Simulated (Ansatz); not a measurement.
Input file:

```yaml
crystal:
  periodic: [false, false, false]
  atoms:
    - {symbol: Ti, position_ang: [0.000000, 0.000000, 0.498866]}
    - {symbol: N, position_ang: [0.000000, 0.000000, -1.415236]}
    - {symbol: H, position_ang: [0.000000, -0.819554, -2.012236]}
    - {symbol: H, position_ang: [0.000000, 0.819554, -2.012236]}
basis:
  gaussian: {orbitals: 6-31G}
total_charge: 1
magnetization: {spin_polarized: false, initial_magnetization: 4}
correlation: {method: sc_nevpt2, electrons: outside_noble_gas, active_space: {window: {electrons: 4, orbitals: 5}, states: [{multiplicity: 5, weights: [1, 0.5]}], root: 1}}
accuracy: high
output: {forces: true}
```

```sh
$ ansatz run in.yaml --threads 1 --pin off --events-out ev --progress --plain --max-ram 2393MiB
```

Log:

```
1010 factors; integrals over basis functions are off by at most 3.2e-9 eV
mean field evaluation 1: about -24586.8149 eV, gradient 3.3e1 eV
mean field evaluation 2: about -24586.8728 eV, gradient 3.2e1 eV
mean field evaluation 4: about -24589.9572 eV, gradient 2.3e0 eV
mean field evaluation 8: about -24589.9906 eV, gradient 4.5e-1 eV
mean field evaluation 16: about -24589.9955 eV, gradient 2.4e-2 eV
mean field evaluation 32: about -24589.9955 eV, gradient 2.7e-6 eV
mean field evaluation 64: about -24590.4844 eV, gradient 1.4e0 eV
mean field evaluation 96: about -24589.9955 eV, gradient 1.2e-7 eV
mean field evaluation 128: about -24589.2332 eV, gradient 1.1e1 eV
mean field evaluation 160: about -24589.9869 eV, gradient 9.7e-1 eV
mean field evaluation 192: about -24589.8216 eV, gradient 4.0e-6 eV
mean field evaluation 224: about -24590.5906 eV, gradient 7.3e-2 eV
mean field evaluation 256: about -24590.5563 eV, gradient 7.5e-1 eV
mean field evaluation 288: about -24590.5766 eV, gradient 2.6e-1 eV
mean field evaluation 320: about -24590.5700 eV, gradient 6.9e-2 eV
mean field evaluation 352: about -24589.9362 eV, gradient 8.2e-1 eV
mean field evaluation 384: about -24590.5883 eV, gradient 8.0e-2 eV
mean field evaluation 416: about -24590.3689 eV, gradient 1.6e0 eV
mean field evaluation 448: about -24587.7109 eV, gradient 3.1e1 eV
mean field evaluation 480: about -24590.5733 eV, gradient 8.0e-6 eV
mean field evaluation 512: about -24589.9955 eV, gradient 4.0e-6 eV
mean field -24590.59109715 eV, -903.6875547189 hartree, gradient 2.3e-8 eV, S^2 6.000000; 30 other end points of the search recorded, 0 dependent functions left out
reference -24590.57333779 eV, -903.6869020744 hartree; 17, 13 occupied and 25, 29 virtual orbitals, 1010 factors
state -24590.58337181 eV, -903.6872708179 hartree
state -24590.56470774 eV, -903.6865849260 hartree
state -24590.58337181 eV, -903.6872708179 hartree; corrected -24593.21973700 eV, -903.7841554518 hartree
state -24590.56470774 eV, -903.6865849260 hartree; corrected -24593.20651620 eV, -903.7836695963 hartree
the calculation of the forces begins
WARN: the results are in doubt because the forces break the atoms' symmetry
WARN: the results are in doubt because close orbitals or states may skew the forces
Total energy: -24593.20651620 eV, -903.7836695963 hartree
Atom 0 at     0.000000     0.000000     0.498866 Å, force     0.026718    -0.012776     5.683035 eV/Å
Atom 1 at     0.000000     0.000000    -1.415236 Å, force    -0.112383    -0.007899    -4.797398 eV/Å
Atom 2 at     0.000000    -0.819554    -2.012236 Å, force     0.042832    -0.686003    -0.420369 eV/Å
Atom 3 at     0.000000     0.819554    -2.012236 Å, force     0.042832     0.706678    -0.465268 eV/Å
Dipole moment:    -0.021329    -0.007919    -0.451849 e Å
In doubt: the forces break the atoms' symmetry
In doubt: close orbitals or states may skew the forces
```

Natural occupations, averaged over the states: 1.0000 1.0000 1.0000 0.6667 0.3333.

Ran on 1 thread of Arm Neoverse V2, shared host: 32 s wall, 0.13 GiB peak host memory.
